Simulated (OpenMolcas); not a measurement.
# BHCl2 (SMILES [H]B(Cl)Cl): MCPF/6-311G(d,p)

What is the energy difference between two shapes of BHCl2 at MCPF/6-311G**? 

Program for the calculation: OpenMolcas 26.06.

1 further run of the same task is left out (set aside as unsound or not needed).

### 1 Starting point

BHCl2 has 4 atoms, charge 0, and is taken as a singlet. SMILES: `[H]B(Cl)Cl`. The shape is that of a GFN2-xTB optimisation.

Bond lengths: B1–Cl2 1.701 Å, B1–Cl3 1.702 Å, B1–H4 1.173 Å. Angles: Cl2–B1–Cl3 120.2°, Cl2–B1–H4 119.9°, Cl3–B1–H4 119.9°.

### 2 A single-point energy at MCPF/6-311G(d,p)

The input, run.input:

```
&GATEWAY
COORD
4
angstrom
B       -0.067270      -0.112350       0.001160
Cl       1.633390      -0.145760       0.012580
Cl      -0.893540       1.375320      -0.017490
H       -0.672580      -1.117210       0.003750
BASIS
6-311G**
GROUP
NoSym
&SEWARD
&SCF
PRORBITALS
0
&MOTRA
FROZEN
11
&GUGA
ELECTRONS
18
SPIN
1
INACTIVE
9
ACTIVE
0
CIALL
1
&CPF
MCPF
```

On the command line:

```bash
$ export MOLCAS_MEM=1860
$ pymolcas run.input > run.log
```

Standard output:

```text
--- Start Module: gateway ---
[...]
--- Stop Module: gateway /rc=_RC_ALL_IS_WELL_ ---
[...]
      Basis functions           78
[...]
       Convergence after  11 Iterations
[...]
::    Total SCF energy                               -944.3608805453
[...]
      Total spin, S                                     0.0000000000
[...]
      *** WARNING: Default frozen orbitals is overwritten by user input.
      *** Default values:  11
[...]
--- Start Module: guga ---
[...]
--- Stop Module: guga /rc=_RC_ALL_IS_WELL_ ---
--- Start Module: cpf ---
[...]
      Active orbitals                            0       0
[...]
      Spin quantum number                      0.0
[...]
     FINAL MCPF ENERGY         -944.76183419
     FINAL CORRELATION ENERGY   -0.40095365  REFERENCE ENERGY    -944.36088055
[...]
      Total electronic charge=   40.000000
      Total            charge=    0.000000
[...]
      Dipole Moment (debye):
      Origin of the operator (angstrom)=    0.2984    0.4958   -0.0019
                   X= -2.1699E-01               Y= -3.6929E-01               Z=  2.6406E-03           Total=  4.2833E-01
      Quadrupole Moment (debye*angstrom):
[...]
--- Stop Module: cpf /rc=_RC_ALL_IS_WELL_ ---
[...]
```

Run time: 9.6 s. Hardware: 1 thread of Arm Neoverse V1, shared host; peak memory 0.44 GiB.

### 3 The distorted shape at the same level

The input, run.inp:

```
>>> EXPORT MOLCAS_PRINT=2
&GATEWAY
Coord
4
angstrom
B       -0.063713       0.014245      -0.184511
Cl       1.480520      -0.444355      -0.018657
Cl      -0.927377       1.387961      -0.025285
H       -0.834025      -1.103374      -0.140224
Basis=6-311G**
Group=NoSym
&SEWARD
&SCF
PrOrbitals=0
&MOTRA
Frozen=11
&GUGA
Electrons=18
Spin=1
Inactive=9
Active=0
CIAll=1
&CPF
MCPF
```

On the command line:

```bash
$ export MOLCAS_MEM=1860
$ pymolcas run.inp > run.log
```

Standard output:

```text
--- Start Module: gateway ---
[...]
--- Stop Module: gateway /rc=_RC_ALL_IS_WELL_ ---
[...]
      Basis functions           78
[...]
       Convergence after  11 Iterations
[...]
::    Total SCF energy                               -944.3223278569
[...]
      Total spin, S                                     0.0000000000
[...]
      *** WARNING: Default frozen orbitals is overwritten by user input.
      *** Default values:  11
[...]
--- Start Module: guga ---
[...]
--- Stop Module: guga /rc=_RC_ALL_IS_WELL_ ---
--- Start Module: cpf ---
[...]
      Active orbitals                            0       0
[...]
      Spin quantum number                      0.0
[...]
     FINAL MCPF ENERGY         -944.72737016
     FINAL CORRELATION ENERGY   -0.40504230  REFERENCE ENERGY    -944.32232786
[...]
      Total electronic charge=   40.000000
      Total            charge=    0.000000
[...]
      Dipole Moment (debye):
      Origin of the operator (angstrom)=    0.2172    0.3910   -0.0453
                   X=  2.6225E-01               Y=  3.2981E-01               Z= -8.7796E-02           Total=  4.3042E-01
      Quadrupole Moment (debye*angstrom):
[...]
--- Stop Module: cpf /rc=_RC_ALL_IS_WELL_ ---
[...]
```

Run time: 9.9 s. Hardware: 1 thread of Arm Neoverse V1, shared host; peak memory 0.44 GiB.

### 4 Outcome

Level: MCPF/6-311G**, 11 core orbitals frozen.

| quantity | value |
| --- | --- |
| first shape: total energy | -944.76183 Eh |
| first shape: dipole moment (mean-field density) | 0.84 D |
| first shape: HOMO energy (Hartree–Fock orbitals) | -12.69 eV |
| first shape: LUMO energy (Hartree–Fock orbitals) | 2.08 eV |
| first shape: HOMO–LUMO gap (Hartree–Fock orbitals) | 14.77 eV |
| first shape: correlation energy (11 core orbitals frozen) | -401.0 mEh |
| distorted shape: total energy | -944.72737 Eh |
| distorted shape: dipole moment (mean-field density) | 0.31 D |
| distorted shape: HOMO energy (Hartree–Fock orbitals) | -11.36 eV |
| distorted shape: LUMO energy (Hartree–Fock orbitals) | 2.32 eV |
| distorted shape: HOMO–LUMO gap (Hartree–Fock orbitals) | 13.67 eV |
| distorted shape: correlation energy (11 core orbitals frozen) | -405.0 mEh |
| energy change with the atoms displaced | 0.938 eV |

What this shows: With the atoms displaced the energy rises by 0.94 eV (90.5 kJ/mol). The first shape isn't relaxed at this level, so the change isn't measured from a minimum. Mulliken charges (first shape) of the mean-field density run from -0.11 on Cl3 to +0.16 on B1.
